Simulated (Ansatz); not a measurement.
The input, for Ansatz 0.2.0:

```yaml
crystal:
  periodic: [false, false, false]
  atoms:
    - {symbol: Ga, position_ang: [-0.000066, 0.263242, 2.362883]}
    - {symbol: Si, position_ang: [-0.000113, 0.372317, -1.082447]}
    - {symbol: O, position_ang: [0.000253, 0.295193, 0.541366]}
    - {symbol: H, position_ang: [-0.000075, -0.930752, -1.821802]}
basis:
  gaussian: {orbitals: 6-31G}
total_charge: 1
magnetization: {spin_polarized: true, initial_magnetization: 1}
hamiltonian: {xc: hf}
scf: {lower_state_search: off}
output: {orbitals: {seedname: orbitals}}
```

```sh
$ ansatz run in.yaml --threads 1 --pin off --events-out ev --progress --plain --max-ram 2393MiB
```

The program prints:

```
these checks for a lower state are left out or cut short: stability, starts, cluster_reference, orbital_swaps, neighbouring_geometries, increment
502 factors; integrals over basis functions are off by at most 4.3e-4 eV
mean field evaluation 1: about -62221.8035 eV, gradient 5.1e1 eV
mean field evaluation 2: about -62221.8762 eV, gradient 5.1e1 eV
mean field evaluation 4: about -62232.5017 eV, gradient 4.0e0 eV
mean field evaluation 8: about -62232.6835 eV, gradient 2.1e-1 eV
mean field evaluation 16: about -62232.6849 eV, gradient 2.2e-6 eV
mean field -62232.68492870 eV, -2287.0089883009 hartree, gradient 2.2e-6 eV, S^2 0.764241; 0 other end points of the search recorded, 0 dependent functions left out
reference -62232.68492870 eV, -2287.0089883009 hartree; 27, 26 occupied and 26, 27 virtual orbitals, 502 factors
Total energy: -62232.68492870 eV, -2287.0089883009 hartree
Checks for a lower state left out: stability, starts, cluster_reference, orbital_swaps, neighbouring_geometries, increment
```

Ran on 1 thread of Arm Neoverse V1, shared host: 0.72 s wall, 0.28 GiB peak host memory.
